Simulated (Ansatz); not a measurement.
# Al2, triplet in cc-pVDZ: errors against full CI

Geometry: a point of a stretch scan, not a stationary point.

```yaml
atoms:
  - { symbol: Al, position_ang: [0.0000, 0.0000, 0.0000] }
  - { symbol: Al, position_ang: [0.0000, 0.0000, 6.7180] }
```

Basis cc-pVDZ; Ansatz 0.2.0. Only valence electrons are correlated (noble-gas cores frozen), which leaves 6 electrons in 26 orbitals. Prefix R: restricted or restricted open-shell reference; prefix U: unrestricted. Active spaces: pair = (4e, 4o) about the gap; valence = (6e, 8o) chosen from the atoms' valence shells.

Full CI is exact within this basis and frozen core; it isn't the basis-set limit. The frozen core follows each run's orbitals, which can shift R against U totals by a few meV.

For open shells CISD and CISDTQ are restricted-active-space CI with the open shells as a complete middle space.

The UHF ⟨S²⟩ is 2.029. The T1 diagnostic (RCCSD) is 0.0266 and the largest doubles amplitude (RCCSD) is 0.106.

| level | E − E(full CI) (mEh) | share of correlation (%) | wall time |
| --- | --- | --- | --- |
| CISD | 8.75 | 91.53 | 4.6 s |
| CISDTQ | 0.44 | 99.58 | 13 s |

The correlation energy at full CI, counted from the determinant under the R cluster runs, is -2.809 eV. That run took 38 s on 1 thread of Arm Neoverse N1, shared host over 844,928 determinants.

Run but not shown, since their state, orbitals or frozen core can't be matched to the reference's or they repeat it: RHF, UHF, RMP2, UMP2, RCCSD, UCCSD, RCCSD(T), UCCSD(T), BCCD(T), RCCSDT, UCCSDT, RCCSDT(Q), UCCSDT(Q), CASSCF (pair space), NEVPT2 (pair space), MRCISD (pair space), MRCISD+Q (pair space), CASSCF (valence space), NEVPT2 (valence space), MRCISD (valence space), MRCISD+Q (valence space).

Times hold each run's SCF and search for its determinant on a shared host, so for small cases they say little of a method's own cost; they ran on 1 thread of Arm Neoverse N1.

The full-CI state has the irrep B3u of D2h, in the program's axes (one component, if the state is degenerate).

Natural occupations of full CI about the gap: 1.886 1.886 0.548 0.548 0.473 0.473 0.045 0.045 0.010 0.010; effectively unpaired electrons, Σ n²(2−n)², 2.42. No single determinant describes this state well, so single-reference rows can miss without a flag.
